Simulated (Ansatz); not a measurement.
# AlBH (doublet): the correlation ladder at scale of all distances = 0.883, 6-31G

How much of the correlation energy of AlBH (doublet) does each wave-function method recover here?

The runs use Ansatz 0.2.0, Gaussian basis; 6-31G, core rule «outside noble gas», up to 6 orbitals frozen.

To be run: UHF; CCSD(T) on UHF; BCCD(T) on ROHF; CISD; CCSDT(Q) on ROHF; CCSDT(Q) on UHF; CISDTQ; CCSDTQ on ROHF; CCSDTQ on UHF; CASSCF and MRCISD+Q, 3 electrons in 3 orbitals; CASSCF and NEVPT2, 3 electrons in 3 orbitals; CASSCF and MRCISD+Q, 7 electrons in 9 orbitals; CASSCF and NEVPT2, 7 electrons in 9 orbitals; Full CI.

16 further runs of the same task are left out: 1 for a known fault of the program, 12 that didn't finish, 3 set aside as unsound or not needed.

### Step 1. What is computed

The geometry derives from a PBE0/def2-TZVP stationary point (not a proven minimum). All distances are scaled together.

3 atoms, charge 0, spin multiplicity 2.

Atoms are counted from 1 here; the program's logs count them from 0.

Bond lengths: B1–Al2 1.834 Å, Al2–H3 1.414 Å. Angles: B1–Al2–H3 125.0°.

### Step 2. UHF

in.yaml reads:

```yaml
crystal:
  periodic: [false, false, false]
  atoms:
    - {symbol: B, position_ang: [0.000000, -0.122560, 1.338559]}
    - {symbol: Al, position_ang: [0.000000, 0.085480, -0.483290]}
    - {symbol: H, position_ang: [0.000000, -0.973652, -1.419993]}
basis:
  gaussian: {orbitals: 6-31G}
magnetization: {spin_polarized: true, initial_magnetization: 1}
hamiltonian: {xc: hf}
output: {orbitals: {seedname: orbitals}}
```

Launch:

```bash
$ ansatz run in.yaml --threads 1 --pin off --events-out ev --progress --plain --max-ram 2393MiB
```

After this run come: CCSD(T) on UHF; BCCD(T) on ROHF; CISD; CCSDT(Q) on ROHF; CCSDT(Q) on UHF; CISDTQ; CCSDTQ on ROHF; CCSDTQ on UHF; CASSCF and MRCISD+Q, 3 electrons in 3 orbitals; CASSCF and NEVPT2, 3 electrons in 3 orbitals; CASSCF and MRCISD+Q, 7 electrons in 9 orbitals; CASSCF and NEVPT2, 7 electrons in 9 orbitals; Full CI.

Q: Predict the results of all the runs planned. Wanted: FCI below the UHF energy; NEVPT2 pair from FCI; MRCISD+Q pair from FCI; NEVPT2 valence from FCI; effectively unpaired electrons.

**Answer**, as computed:

| quantity | value |
| --- | --- |
| FCI below the UHF energy | -2.0853 eV |
| NEVPT2 pair from FCI | +786.0 meV |
| MRCISD+Q pair from FCI | +81.7 meV |
| NEVPT2 valence from FCI | +182.9 meV |
| levels within 1 kcal/mol (43 meV) | MRCISD valence, MRCISD+Q valence |
| effectively unpaired electrons | 1.62 |

In words: The occupations show some static correlation. Of the multireference levels listed MRCISD+Q valence comes nearest in total energy (+6.9 meV), which doesn't show that its space is the better one. These misses are within one basis, not against nature.
